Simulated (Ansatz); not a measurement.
# N2H3 (quartet): the correlation ladder at distance N1–H4 along a hydrogen transfer = 1.012 Å, cc-pVDZ

How much of the correlation energy of N2H3 (quartet) does each wave-function method recover here?

Method: cc-pVDZ, correlated electrons: outside noble gas; program: Ansatz 0.2.0, Gaussian basis.

The runs, in order: UHF; CCSD(T) on ROHF; CCSD(T) on UHF; BCCD(T) on ROHF; CISD; CCSDT(Q) on ROHF; CCSDT(Q) on UHF; CASSCF and MRCISD+Q, 5 electrons in 5 orbitals; CASSCF and NEVPT2, 5 electrons in 5 orbitals; CASSCF and NEVPT2, 13 electrons in 11 orbitals.

## Step 1: The system

The geometry derives from fragments relaxed apart (PBE0/def2-TZVP) and kept rigid, so it is no stationary point. A hydrogen atom is moved between rigid fragments.

5 atoms, charge 0, spin multiplicity 4.

Atoms are counted from 1 here; the program's logs count them from 0.

Bond lengths: N1–H2 1.012 Å, N1–H3 1.012 Å, N1–H4 1.012 Å. Angles: H2–N1–H3 107.1°, H2–N1–H4 107.1°, H3–N1–H4 107.1°.

In the tables R marks a restricted open-shell determinant and U an unrestricted one; 'valence' is the active space of 13 electrons in 11 orbitals; 'pair' is the active space of 5 electrons in 5 orbitals; correlation energies count from the lowest restricted Hartree-Fock solution.

## Step 2: UHF

Contents of in.yaml:

```yaml
crystal:
  periodic: [false, false, false]
  atoms:
    - {symbol: N, position_ang: [-1.197298, -0.018366, -0.028586]}
    - {symbol: H, position_ang: [-1.494577, 0.949467, -0.028586]}
    - {symbol: H, position_ang: [-1.494577, -0.420665, 0.851673]}
    - {symbol: H, position_ang: [-0.184837, -0.018366, -0.028587]}
    - {symbol: N, position_ang: [1.425702, -0.018365, -0.028587]}
basis:
  gaussian: {orbitals: cc-pVDZ}
magnetization: {spin_polarized: true, initial_magnetization: 3}
hamiltonian: {xc: hf}
output: {orbitals: {seedname: orbitals}}
```

Command:

```sh
ansatz run in.yaml --threads 1 --pin off --events-out ev --progress --plain --max-ram 2393MiB
```

After this run come: CCSD(T) on ROHF; CCSD(T) on UHF; BCCD(T) on ROHF; CISD; CCSDT(Q) on ROHF; CCSDT(Q) on UHF; CASSCF and MRCISD+Q, 5 electrons in 5 orbitals; CASSCF and NEVPT2, 5 electrons in 5 orbitals; CASSCF and NEVPT2, 13 electrons in 11 orbitals.

**Question.** What will the summary of the whole plan be? Wanted: correlation energy, UCCSDT(Q); RMP2 from UCCSDT(Q); UMP2 from UCCSDT(Q); RCCSD from UCCSDT(Q); RCCSD(T) from UCCSDT(Q); UCCSD(T) from UCCSDT(Q); RCCSDT(Q) from UCCSDT(Q); NEVPT2 pair from UCCSDT(Q); MRCISD+Q pair from UCCSDT(Q).

**Answer**, as computed:

| quantity | value |
| --- | --- |
| correlation energy, UCCSDT(Q) | -8.2773 eV |
| RMP2 from UCCSDT(Q) | +1052.8 meV |
| UMP2 from UCCSDT(Q) | +1033.8 meV |
| RCCSD from UCCSDT(Q) | +165.2 meV |
| RCCSD(T) from UCCSDT(Q) | +26.0 meV |
| UCCSD(T) from UCCSDT(Q) | +24.0 meV |
| RCCSDT(Q) from UCCSDT(Q) | +2.0 meV |
| NEVPT2 pair from UCCSDT(Q) | +1069.1 meV |
| MRCISD+Q pair from UCCSDT(Q) | +41.4 meV |
| NEVPT2 valence from UCCSDT(Q) | +1250.4 meV |
| levels of the table within 1 kcal/mol (43 meV) | RCCSD(T), UCCSD(T), BCCD(T), RCCSDT, UCCSDT, RCCSDT(Q), MRCISD+Q pair |
| T1 diagnostic | 0.014 |
| effectively unpaired electrons | 3.01 |

**Reading.** RCCSD(T) misses by +26.0 meV, 0.3 % of the correlation energy. One determinant dominates. Of the multireference levels listed MRCISD+Q pair comes nearest in total energy (+41.4 meV), which doesn't show that its space is the better one. These misses are within one basis, not against nature; the frozen cores of restricted and unrestricted runs differ, which can shift their rows.
